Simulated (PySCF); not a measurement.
NO2, SMILES [O]N=O (connectivity only; charge and spin as stated), charge -1, multiplicity 1. Atoms are numbered in the order given.

```xyz
3

O      0.0000     1.0699     0.2020
N      0.0000     0.0000    -0.4616
O      0.0000    -1.0699     0.2020
```
Charge -1, spin multiplicity 1.

Coordinates come from a r2SCAN-D4/def2-TZVPD optimisation. The multiplicity is an assumed one; other spin states were not compared. The isomer is the one that the SMILES or the coordinates give; other isomers of the formula were not compared.

Computed with r2SCAN/def2-TZVPD (PySCF).

Isolated molecule, no solvent. A positive occupied level means that this level leaves the electron formally unbound; only the finite basis holds it.

```json
{
  "total_energy": "-205.14859 hartree",
  "point_group": "C2v",
  "highest_occupied_level": "1.14 eV",
  "lowest_empty_level": "4.42 eV",
  "orbital_gap": "3.29 eV",
  "dipole_moment_about_the_centre_of_nuclear_charge": "0.38 D",
  "mean_static_polarisability": "32.1 bohr³ (4.76 Å³)",
  "polarisability_principal_values": "22.3, 31.8, 42.2 bohr³"
}
```
